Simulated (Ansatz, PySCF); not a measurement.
Breaking a bond: CH4S, SMILES SC. The C1–H6 bond (C1 also carries H, H, S; H6 carries nothing else) is pulled apart rigidly from the PBE0/def2-TZVP optimised geometry.

- RKS-B3LYP = restricted B3LYP/cc-pVDZ (PySCF)
- UHF/cc-pVDZ (PySCF)
- RKS-PBE = restricted PBE/cc-pVDZ (Ansatz, a program for electronic structure)
- NEVPT2 = SC-NEVPT2 on CASSCF(2,2)/cc-pVDZ, all electrons correlated (PySCF)
- UHF/6-31G* = unrestricted Hartree-Fock/6-31G*, spherical d (PySCF)

Energies are in kcal/mol, each relative to the lowest point of its own curve near equilibrium.

```json
[
 {"R / Å": "0.87", "RKS-B3LYP": "32.6", "UHF": "31.6", "RKS-PBE": "34.0", "NEVPT2": "34.6", "UHF/6-31G*": "29.5"},
 {"R / Å": "0.92", "RKS-B3LYP": "17.8", "UHF": "16.8", "RKS-PBE": "18.9", "NEVPT2": "19.2", "UHF/6-31G*": "15.4"},
 {"R / Å": "0.98", "RKS-B3LYP": "6.9", "UHF": "6.2", "RKS-PBE": "7.6", "NEVPT2": "7.7", "UHF/6-31G*": "5.3"},
 {"R / Å": "1.03", "RKS-B3LYP": "2.1", "UHF": "1.6", "RKS-PBE": "2.4", "NEVPT2": "2.5", "UHF/6-31G*": "1.2"},
 {"R / Å": "1.06", "RKS-B3LYP": "0.6", "UHF": "0.4", "RKS-PBE": "0.8", "NEVPT2": "0.8", "UHF/6-31G*": "0.2"},
 {"R / Å": "1.09", "RKS-B3LYP": "0.0", "UHF": "0.0", "RKS-PBE": "0.0", "NEVPT2": "0.0", "UHF/6-31G*": "0.0"},
 {"R / Å": "1.13", "RKS-B3LYP": "0.3", "UHF": "0.7", "RKS-PBE": "0.1", "NEVPT2": "0.1", "UHF/6-31G*": "0.9"},
 {"R / Å": "1.15", "RKS-B3LYP": "0.8", "UHF": "1.4", "RKS-PBE": "0.5", "NEVPT2": "0.6", "UHF/6-31G*": "1.8"},
 {"R / Å": "1.21", "RKS-B3LYP": "3.7", "UHF": "5.0", "RKS-PBE": "3.0", "NEVPT2": "3.3", "UHF/6-31G*": "5.6"},
 {"R / Å": "1.26", "RKS-B3LYP": "7.2", "UHF": "9.1", "RKS-PBE": "6.3", "NEVPT2": "6.7", "UHF/6-31G*": "9.9"},
 {"R / Å": "1.34", "RKS-B3LYP": "14.1", "UHF": "17.2", "RKS-PBE": "12.7", "NEVPT2": "13.4", "UHF/6-31G*": "18.2"},
 {"R / Å": "1.47", "RKS-B3LYP": "27.0", "UHF": "32.3", "RKS-PBE": "25.0", "NEVPT2": "26.3", "UHF/6-31G*": "33.6"},
 {"R / Å": "1.63", "RKS-B3LYP": "43.5", "UHF": "51.7", "RKS-PBE": "40.6", "NEVPT2": "42.4", "UHF/6-31G*": "53.3"},
 {"R / Å": "1.81", "RKS-B3LYP": "60.7", "UHF": "68.0", "RKS-PBE": "56.9", "NEVPT2": "58.8", "UHF/6-31G*": "69.4"},
 {"R / Å": "1.96", "RKS-B3LYP": "73.5", "UHF": "75.4", "RKS-PBE": "68.8", "NEVPT2": "70.3", "UHF/6-31G*": "76.7"},
 {"R / Å": "2.19", "RKS-B3LYP": "90.0", "UHF": "81.2", "RKS-PBE": "84.1", "NEVPT2": "83.7", "UHF/6-31G*": "82.6"},
 {"R / Å": "2.38", "RKS-B3LYP": "101.2", "UHF": "83.4", "RKS-PBE": "94.2", "NEVPT2": "91.3", "UHF/6-31G*": "84.9"},
 {"R / Å": "2.64", "RKS-B3LYP": "113.4", "UHF": "84.8", "RKS-PBE": "105.2", "NEVPT2": "97.8", "UHF/6-31G*": "86.4"},
 {"R / Å": "2.92", "RKS-B3LYP": "123.4", "UHF": "85.4", "RKS-PBE": "114.0", "NEVPT2": "101.4", "UHF/6-31G*": "87.1"},
 {"R / Å": "3.24", "RKS-B3LYP": "131.9", "UHF": "85.6", "RKS-PBE": "121.1", "NEVPT2": "103.2", "UHF/6-31G*": "87.3"},
 {"R / Å": "3.80", "RKS-B3LYP": "141.4", "UHF": "85.7", "RKS-PBE": "128.7", "NEVPT2": "104.3", "UHF/6-31G*": "87.5"}
]
```

At the longest distance, 3.80 Å, RKS-B3LYP lies highest above its minimum (141.4 kcal/mol) and UHF lowest (85.7 kcal/mol).

At the longest distance RKS-B3LYP leaves fractional charges on the fragments, a sign of delocalisation error or of the restricted form. The restricted form behind RKS-B3LYP, RKS-PBE keeps the bonding electrons paired and can't separate into open-shell fragments. The unrestricted determinant behind UHF, UHF/6-31G* is spin-contaminated at 1.81 to 3.80 Å (<S²> up to 1.0, against 0.00 for a pure singlet).
